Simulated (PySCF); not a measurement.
BHCl2.
Geometry (PBE0-D3(BJ)/def2-SVP, Å), atoms numbered from 1 in this order:
```xyz
4
BCl2H angstrom
Cl    -1.4981   -0.7434   -0.0075
B      0.0038    0.1337   -0.0131
Cl     1.5223   -0.7143    0.0028
H     -0.0075    1.3336   -0.0278
```

Computed at PBE0/pcSseg-1 (PySCF, non-relativistic), with Q(35Cl) = −0.0817 b, Q(11B) = 0.04059 b: Cl1, 35Cl (I = 3/2): χzz = -40.27 MHz, η = 0.753; B2, 11B (I = 3/2): χzz = 3.732 MHz, η = 0.632.

Q: Find the zero-field quadrupole resonance frequencies of 35Cl at Cl1.

A: From ν = (|χ|/2)√(1 + η²/3): ν = 21.96 MHz (chlorine bonded to B). For 37Cl the ratio of quadrupole moments, 0.7881, gives 17.30 MHz.

Q: Find the zero-field quadrupole resonance frequencies of 11B at B2.

A: From ν = (|χ|/2)√(1 + η²/3): ν = 1.987 MHz (three-coordinate boron).

In a crystal, neighbours and librations shift these lines. Isolated species at its PBE0-D3(BJ)/def2-SVP geometry, gas phase. These gradients aren't converged with respect to the basis.

The run behind these numbers computed NMR shieldings as well. The run took 2.3 s wall (with the writing of density and orbital grids) on one thread, AMD EPYC 9R45 (x86_64), shared host with 96 logical CPUs at a one-minute load of 49, and the process peaked at 0.31 GiB of memory.
